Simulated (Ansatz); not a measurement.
O2, triplet: vertical spin and charge gaps

Geometry (PBE0/def2-TZVP stationary point for this spin):

```xyz
2

O     0.0000    0.0000    0.0000
O     0.0000    0.0000    1.1928
```

Basis cc-pVDZ; Ansatz 0.2.0. Correlated methods freeze the noble-gas cores. Prefix R: restricted or restricted open-shell reference; prefix U: unrestricted. Active spaces: valence = (12e, 8o) chosen from the atoms' valence shells.

Gaps are energies of the second state less the first, at fixed atoms, for a selection of the levels run; each method lands on the state that its own search finds for that charge and spin.

PBE gives 17.085 eV for removing an electron, to the quartet. Estimate what UCCSDTQ gives in cc-pVDZ.

UCCSDTQ in cc-pVDZ gives 16.431 eV, so against it PBE is off by 0.654 eV.

```csv
level,gap (eV),error (meV)
UHF,14.512,-1919
UMP2,16.863,432
RCCSD(T),16.418,-13
BCCD(T),16.418,-13
UCCSDT,16.407,-24
UCCSDT(Q),16.436,5
RCCSDTQ,16.432,1
CASSCF (valence space),15.338,-1093
B3LYP,16.977,546
```

Quintet less triplet: 15.056 eV at UCCSDTQ.

```csv
level,gap (eV),error (meV)
UCCSD,14.886,-170
RCCSD(T),15.030,-26
UCCSD(T),15.030,-26
CASSCF (valence space),15.237,181
MRCISD (valence space),15.094,38
MRCISD+Q (valence space),15.060,4
PBE,15.354,298
r2SCAN,14.861,-195
B3LYP,15.010,-46
wB97M-V,15.104,48
```

In so small a basis the reference is far from its limit while semilocal and hybrid functionals are nearer theirs, so the functionals' errors here hold much of the reference's basis and frozen-core error, which can add to them or hide them.

Full CI isn't at hand for all of this; UCCSDTQ serves as the reference, and is uncertain by about the last step of the cluster series. The frozen core follows each run's orbitals, which can shift R against U totals by a few meV.
